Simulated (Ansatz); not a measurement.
**HAl–AlH, singlet in 6-31G: errors against full CI**

Geometry: a point of a bend scan, not a stationary point.

```yaml
atoms:
  - { symbol: Al, position_ang: [0.0000, -0.1078, 1.3113] }
  - { symbol: Al, position_ang: [0.0000, 0.1102, -1.3144] }
  - { symbol: H, position_ang: [0.0000, 1.1558, 2.3289] }
  - { symbol: H, position_ang: [0.0000, -1.2195, -2.2439] }
```

Basis 6-31G; Ansatz 0.2.0. Correlated methods freeze the noble-gas cores, which leaves 8 electrons in 20 orbitals. R marks a restricted (for open shells ROHF) determinant, U an unrestricted one. Active spaces: valence = (8e, 10o) chosen from the atoms' valence shells; pair = (2e, 2o) about the gap.

Full CI is exact within this basis and frozen core; it isn't the basis-set limit. The frozen core follows each run's orbitals, which can shift R against U totals by a few meV.

Unrestricted rows (U) aren't spin-pure: their determinants' ⟨S²⟩ exceeds S(S+1) by up to 0.67, so they mix in states of higher spin.

- UHF ⟨S²⟩: 0.666
- T1 diagnostic (RCCSD): 0.0294
- largest doubles amplitude (RCCSD): 0.238

```tsv
level	E − E(full CI) (kcal/mol)	share of correlation (%)	wall time
RHF	64.69	0.00	–
UHF	57.87	10.55	–
RMP2	22.33	65.49	–
UMP2	24.74	61.76	–
CISD	7.05	89.10	0.48 s
RCCSD	2.46	96.21	–
UCCSD	3.24	94.99	–
RCCSD(T)	0.84	98.70	0.39 s
UCCSD(T)	1.32	97.97	2.2 s
BCCD(T)	0.90	98.61	0.42 s
RCCSDT	0.19	99.70	–
UCCSDT	0.24	99.63	–
RCCSDT(Q)	0.04	99.93	0.93 s
UCCSDT(Q)	0.04	99.93	4.5 s
RCCSDTQ	0.01	99.99	8.5 s
CASSCF (pair space)	48.89	24.43	–
NEVPT2 (pair space)	16.29	74.82	0.48 s
MRCISD (pair space)	3.89	93.99	–
MRCISD+Q (pair space)	0.34	99.47	0.6 s
CASSCF (valence space)	12.64	80.46	–
NEVPT2 (valence space)	4.05	93.74	4.7 s
MRCISD (valence space)	0.47	99.28	–
MRCISD+Q (valence space)	0.23	99.65	8.5 s
```

The correlation energy at full CI, counted from RHF, is -2.805 eV. That run took 73 s on 1 thread of Arm Neoverse V1, shared host over 11,765,097 determinants.

Times hold each run's SCF and search for its determinant on a shared host, so for small cases they say little of a method's own cost; they ran on 1 thread of Arm Neoverse V1.

The full-CI state has the irrep A' of Cs, in the program's axes.

Natural occupations of full CI about the gap: 1.963 1.961 1.942 1.792 0.167 0.041 0.040 0.025 0.022 0.020; effectively unpaired electrons, Σ n²(2−n)², 0.28.
